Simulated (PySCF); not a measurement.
**Relaxation of singlet S2F2**

Computed with PBE0 in PySCF with S def2-TZVP, F def2-TZVP; no relativity; density-fitted integrals. A (50,194) grid was used.

A hand-made T-shaped (ligand arrangement 1) start, of Cs symmetry, held to at least that symmetry:

```xyz
4
charge 0 multiplicity 1, angstrom
S     0.2782    0.0000   -0.3427
S    -1.6007    0.0000   -0.2771
F     0.2782    0.0000    1.3273
F     1.9472    0.0000   -0.2844
```

At each step, columns x, y, z (Å) and Fx, Fy, Fz (eV/Å):

```
step 0  E − E(last) = 28.90 kJ/mol
S    0.278   0.000  -0.343  -1.194   0.000   0.662
S   -1.601   0.000  -0.277  -1.774   0.000  -0.627
F    0.278   0.000   1.327   1.554   0.000  -0.859
F    1.947   0.000  -0.284   1.413   0.000   0.824
step 1  E − E(last) = 6.35 kJ/mol
S    0.225   0.000  -0.349   0.054   0.000   1.139
S   -1.695   0.000  -0.310   0.136   0.000   0.005
F    0.410   0.000   1.275  -0.789   0.000  -0.532
F    1.963   0.000  -0.193   0.598   0.000  -0.613
step 2  E − E(last) = 0.49 kJ/mol
S    0.232   0.000  -0.312  -0.448   0.000   0.209
S   -1.700   0.000  -0.314   0.266   0.000  -0.074
F    0.368   0.000   1.282   0.068   0.000  -0.137
F    2.003   0.000  -0.233   0.114   0.000   0.001
step 3  E − E(last) = 0.09 kJ/mol
S    0.225   0.000  -0.302  -0.194   0.000  -0.058
S   -1.698   0.000  -0.319   0.068   0.000  -0.017
F    0.371   0.000   1.281   0.025   0.000   0.070
F    2.005   0.000  -0.236   0.100   0.000   0.005
step 4  E − E(last) = 0.00 kJ/mol
S    0.220   0.000  -0.300  -0.018   0.000  -0.016
S   -1.698   0.000  -0.322  -0.011   0.000   0.004
F    0.372   0.000   1.284  -0.004   0.000   0.007
F    2.009   0.000  -0.239   0.034   0.000   0.005
step 5  E − E(last) = 0.00 kJ/mol
S    0.219   0.000  -0.300  -0.001   0.000  -0.005
S   -1.698   0.000  -0.322  -0.001   0.000   0.001
F    0.372   0.000   1.284  -0.002   0.000   0.002
F    2.011   0.000  -0.239   0.004   0.000   0.002
```

It ends at Cs with S–F 1.592 Å, S–F 1.793 Å, S–S 1.917 Å; F–S–F 82.5°, F–S–S 96.2°, F–S–S 178.6°. A frequency run shows 1 imaginary mode, down to 393i cm⁻¹, so it is a saddle point.
